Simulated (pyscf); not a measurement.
A first-order saddle from PySCF, ωB97X-D3(BJ)/def2-SVP:

```xyz
11

C     -1.0507    -1.1016    -0.1244
Ga     0.0920     0.7525     0.4003
H     -1.1423    -1.4811    -1.1547
H     -1.8750    -1.4968     0.4905
H     -0.1322    -1.5725     0.2804
H      0.1580     0.8087     1.9607
H      1.2904     0.8343    -0.5995
N     -1.5728     1.5556    -0.3287
H     -1.5362     0.2005    -0.3269
H     -2.2253     2.0262     0.2962
H     -1.5520     2.0433    -1.2228
```

Surface: singlet, charge 0. Lowest wavenumbers (cm⁻¹): 1596i, 117, 302, 310, 408.

Task: Name the species on either side of this saddle.

Result: H₃C–GaH₂ + NH₃ ⇌ CH₄ + H₂N–GaH₂, a four-centre exchange read from left to right: C–Ga, H–N broken and C–H, Ga–N formed. At CCSD(T)/def2-TZVPP + ΔMP2(QZVPP) it lies +16.9 kcal/mol from the left side and +34.0 kcal/mol from the right (each side as separated species at their lowest minima found). On the reactant side the descent ends in an adduct with a Ga–N contact, 23.2 kcal/mol under the separated species and 39.0 kcal/mol under the saddle at ωB97X-D3(BJ)/def2-TZVP. What is counted as formed (Ga–N) is already present as a longer contact in the reactant adduct; forming that adduct is a step of its own. One saddle was located; it need not be the lowest between these sides. The CCSD(T) − MP2 part came from Ansatz, without density fitting, on the same reference. The frozen core leaves the outer d or s,p core shells of the metals and heavy elements correlated in the MP2 and CC values, and def2-TZVPP describes them poorly, which can shift differences by a few kcal/mol. Elements up to Kr have no core potential and no relativistic terms here.
